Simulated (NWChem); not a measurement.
# acetonitrile (C2H3N); SMILES N#CC

Results from NWChem. Medium grid unless said otherwise, to which SCAN and Minnesota functionals are sensitive. All runs use the structure optimised with PBE0/def2-SVP. Hybrids' shares of exact exchange are those that their runs print; pure functionals count as 0. The functionals differ in more than this share.

```
row                                     share of exact exchange  highest occupied level (eV)
--------------------------------------  -----------------------  ---------------------------
LDA (Slater exchange, VWN5)/def2-TZVPD                     0.00                        -8.26
PBE/def2-TZVPD                                             0.00                        -8.09
B3LYP/def2-TZVPD                                           0.20                        -9.20
PBE0/def2-TZVPD                                            0.25                        -9.45
M06-2X/def2-TZVPD                                          0.54                     withheld
Hartree-Fock/def2-TZVPD                                    1.00                       -12.56
```

Question: Fit a straight line of the last column on the one before it, predict the withheld value, and compare with the run.

Answer: 
1. Means of the 5 shown rows: x = 0.290, y = -9.512. Slope Σ(x − x̄)(y − ȳ)/Σ(x − x̄)² = -2.970/0.6820 = -4.355; intercept -8.249.
2. The shown rows scatter about the line by 0.096 (root mean square); the largest residual is +0.16, at PBE/def2-TZVPD.
3. At x = 0.54 (M06-2X/def2-TZVPD; inside the shown range) the line gives -10.60.
4. The run gives -10.82, -0.22 from the line, 2.3 times the scatter.
